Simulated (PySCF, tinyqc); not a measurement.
Worked calculation: CISD on RHF in the sto-3g basis, for HF, spin multiplicity 1. The lowest restricted solution is unstable here: a spin-polarised one lies 0.0000 hartree lower (PySCF). One step of it, computed by the program tinyqc.

Task: CISD: determinants and Hamiltonian. Slater-Condon rules over spin orbitals, with the nuclear repulsion added and E(HF) subtracted on the diagonal. Only determinants linked to the reference directly or through others are kept (one block of an abelian symmetry group), so some states are absent.

one-electron integrals over orbitals h = C^T H C (hartree), lower triangle:
```
,1,2,3,4,5,6
1,-40.446057
2,0.720982,-9.124806
3,-0.140532,0.505893,-6.894063
4,0.000000,0.000000,0.000000,-8.619739
5,0.000000,0.000000,0.000000,0.000000,-8.619739
6,-0.152237,0.825920,2.218516,0.000000,0.000000,-6.009860
```

Two-electron integrals over orbitals (pq|rs), unique and non-zero (hartree):
```
p,q,r,s,(pq|rs)
1,1,1,1,5.364282
2,1,1,1,-0.520369
2,1,2,1,0.079589
2,2,1,1,1.229998
2,2,2,1,-0.022491
2,2,2,2,0.870261
3,1,1,1,0.106603
3,1,2,1,-0.015693
3,1,2,2,0.007126
3,1,3,1,0.017839
3,2,1,1,-0.123509
3,2,2,1,0.005419
3,2,2,2,-0.044362
3,2,3,1,0.020584
3,2,3,2,0.138080
3,3,1,1,0.898924
3,3,2,1,-0.008700
3,3,2,2,0.699454
3,3,3,1,-0.002387
3,3,3,2,-0.017334
3,3,3,3,0.685340
4,1,4,1,0.029542
4,2,4,1,0.040015
4,2,4,2,0.188602
4,3,4,1,-0.007463
4,3,4,2,-0.029619
4,3,4,3,0.036486
4,4,1,1,1.264024
4,4,2,1,-0.015027
4,4,2,2,0.893340
4,4,3,1,0.003139
4,4,3,2,-0.068027
4,4,3,3,0.686508
4,4,4,4,0.997514
5,1,5,1,0.029542
5,2,5,1,0.040015
5,2,5,2,0.188602
5,3,5,1,-0.007463
5,3,5,2,-0.029619
5,3,5,3,0.036486
5,4,5,4,0.053770
5,5,1,1,1.264024
5,5,2,1,-0.015027
5,5,2,2,0.893340
5,5,3,1,0.003139
5,5,3,2,-0.068027
5,5,3,3,0.686508
5,5,4,4,0.889973
5,5,5,5,0.997514
6,1,1,1,0.112530
6,1,2,1,-0.018016
6,1,2,2,0.002578
6,1,3,1,-0.011970
6,1,3,2,-0.023475
6,1,3,3,0.006291
6,1,4,4,0.003257
6,1,5,5,0.003257
6,1,6,1,0.020431
6,2,1,1,-0.163747
6,2,2,1,0.004249
6,2,2,2,-0.090400
6,2,3,1,-0.019955
6,2,3,2,-0.073869
6,2,3,3,-0.023141
6,2,4,4,-0.089197
6,2,5,5,-0.089197
6,2,6,1,0.018660
6,2,6,2,0.091712
6,3,1,1,-0.414554
6,3,2,1,0.006974
6,3,2,2,-0.229522
6,3,3,1,0.001520
6,3,3,2,0.082913
6,3,3,3,-0.096396
6,3,4,4,-0.240751
6,3,5,5,-0.240751
6,3,6,1,-0.005014
6,3,6,2,0.039032
6,3,6,3,0.225877
6,4,4,1,-0.007355
6,4,4,2,-0.029970
6,4,4,3,-0.021598
6,4,6,4,0.029325
6,5,5,1,-0.007355
6,5,5,2,-0.029970
6,5,5,3,-0.021598
6,5,6,5,0.029325
6,6,1,1,0.844753
6,6,2,1,-0.008999
6,6,2,2,0.643886
6,6,3,1,0.010774
6,6,3,2,0.048545
6,6,3,3,0.651813
6,6,4,4,0.627206
6,6,5,5,0.627206
6,6,6,1,-0.007558
6,6,6,2,-0.055348
6,6,6,3,-0.024781
6,6,6,6,0.679954
```

nuclear repulsion = 3.94581185 hartree

Hartree-Fock energy = -98.52078758 hartree

Give: determinants; H - E(HF) between determinants.

Result:

Occupation strings over the orbitals (2 doubly, a alpha, b beta, 0 empty; spin orbitals ordered 1a 1b 2a 2b ...): 222220 22a22b 2a222b a2222b 22b22a 2b222a b2222a 222202 222022 220222 2ab222 a2b222 2ba222 202222 ab2222 b2a222 ba2222 022222

H - E(HF) between determinants (hartree), lower triangle:
```
,222220,22a22b,2a222b,a2222b,22b22a,2b222a,b2222a,222202,222022,220222,2ab222,a2b222,2ba222,202222,ab2222,b2a222,ba2222,022222
222220,0.0000
22a22b,0.0000,0.4521
2a222b,0.0000,-0.0095,1.2482
a2222b,0.0000,-0.0158,0.0277,25.4832
22b22a,0.0000,-0.2259,-0.0390,0.0050,0.4521
2b222a,0.0000,-0.0390,-0.0917,-0.0187,-0.0095,1.2482
b2222a,0.0000,0.0050,-0.0187,-0.0204,-0.0158,0.0277,25.4832
222202,0.0293,0.0216,0.0300,0.0074,-0.0216,-0.0300,-0.0074,0.9196
222022,0.0293,0.0216,0.0300,0.0074,-0.0216,-0.0300,-0.0074,0.0538,0.9196
220222,0.2259,0.0716,-0.0829,-0.0015,-0.0716,0.0829,0.0015,0.0365,0.0365,0.9658
2ab222,-0.0390,0.0829,-0.2047,0.0070,-0.0322,0.0739,0.0200,0.0296,0.0296,0.0754,1.7840
a2b222,0.0050,0.0015,0.0070,-0.3898,-0.0138,0.0235,0.0120,0.0075,0.0075,0.0289,0.0280,26.0176
2ba222,0.0390,-0.0322,0.0739,0.0200,0.0829,-0.2047,0.0070,-0.0296,-0.0296,-0.0754,-0.1381,-0.0206,1.7840
202222,0.0917,0.0739,0.0351,-0.0042,-0.0739,-0.0351,0.0042,0.1886,0.1886,0.1381,0.1024,-0.0054,-0.1024,2.7588
ab2222,-0.0187,-0.0200,0.0042,-0.1084,0.0235,-0.0101,0.0180,-0.0400,-0.0400,-0.0206,0.0054,-0.1816,0.0194,-0.0142,27.1527
b2a222,-0.0050,-0.0138,0.0235,0.0120,0.0015,0.0070,-0.3898,-0.0075,-0.0075,-0.0289,-0.0206,-0.0178,0.0280,0.0054,0.0157,26.0176
ba2222,0.0187,0.0235,-0.0101,0.0180,-0.0200,0.0042,-0.1084,0.0400,0.0400,0.0206,0.0194,0.0157,0.0054,0.0142,-0.0796,-0.1816,27.1527
022222,0.0204,0.0120,0.0180,-0.1201,-0.0120,-0.0180,0.1201,0.0295,0.0295,0.0178,0.0157,-0.0800,-0.0157,0.0796,0.4837,0.0800,-0.4837,55.3212
```
